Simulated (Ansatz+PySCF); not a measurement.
Values are calculated unless marked as measured or tabulated.
This PySCF input gave a total energy of -510.52114 hartree.

```python
from pyscf import gto, scf, cc

mol = gto.M(atom="""
O 0.000000 0.000000 -1.682110
C 0.000000 0.000000 -0.525680
S 0.000000 0.000000 1.038190
""", basis='def2-svp', charge=0, spin=0)
mf = scf.RHF(mol)
mf.kernel()
mycc = cc.CCSD(mf, frozen=7).run()
et = mycc.ccsd_t()
print(mf.e_tot, mycc.e_corr, et, mycc.e_tot + et)
```

Write an input for Ansatz with the same method and basis set.

```yaml
crystal:
  periodic: [false, false, false]
  atoms:
    - { symbol: O, position_ang: [0.0, 0.0, -1.68211] }
    - { symbol: C, position_ang: [0.0, 0.0, -0.52568] }
    - { symbol: S, position_ang: [0.0, 0.0, 1.03819] }
basis:
  gaussian: { orbitals: def2-SVP }
hamiltonian:
  xc: hf
correlation:
  method: ccsd_t
  frozen_orbitals: { C: 1, O: 1, S: 5 }
scf:
  omitted_lower_state_checks: [stability, starts, atomic_configurations, cluster_reference, orbital_swaps, given_window_search, neighbouring_geometries, increment]
```

Ansatz (development build ahead of 0.2.0) gave -510.52114 hartree, 0.05 meV from the first.
